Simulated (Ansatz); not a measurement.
The input, for Ansatz 0.2.0:

```yaml
crystal:
  periodic: [false, false, false]
  atoms:
    - {symbol: Al, position_ang: [0.000000, 0.000000, 1.276581]}
    - {symbol: Mg, position_ang: [0.000000, 0.000000, -1.464381]}
    - {symbol: H, position_ang: [0.000000, 1.336907, 2.159370]}
    - {symbol: H, position_ang: [0.000000, -1.336907, 2.159370]}
    - {symbol: H, position_ang: [0.000000, 0.000000, -3.180119]}
basis:
  gaussian: {orbitals: 6-31G}
hamiltonian: {xc: {name: B3LYP}}
```

```sh
$ ansatz run in.yaml --threads 1 --pin off --events-out ev --progress --plain --max-ram 2393MiB
```

Log:

```
366 factors; integrals over basis functions are off by at most 1.5e-4 eV
mean field evaluation 1: about -12087.9418 eV, gradient 1.4e1 eV
mean field evaluation 2: about -12088.6031 eV, gradient 7.3e0 eV
mean field evaluation 4: about -12088.9169 eV, gradient 1.5e-1 eV
mean field evaluation 8: about -12088.9226 eV, gradient 1.6e-3 eV
mean field -12088.92258848 eV, -444.2597109607 hartree, gradient 1.6e-5 eV, S^2 0.000000; 0 other end points of the search recorded, 0 dependent functions left out
reference -12088.92285937 eV, -444.2597209158 hartree; 14, 14 occupied and 18, 18 virtual orbitals, 366 factors
Total energy: -12088.92285937 eV, -444.2597209158 hartree
```

Ran on 1 thread of Arm Neoverse V1, shared host: 0.78 s wall, 0.16 GiB peak host memory.
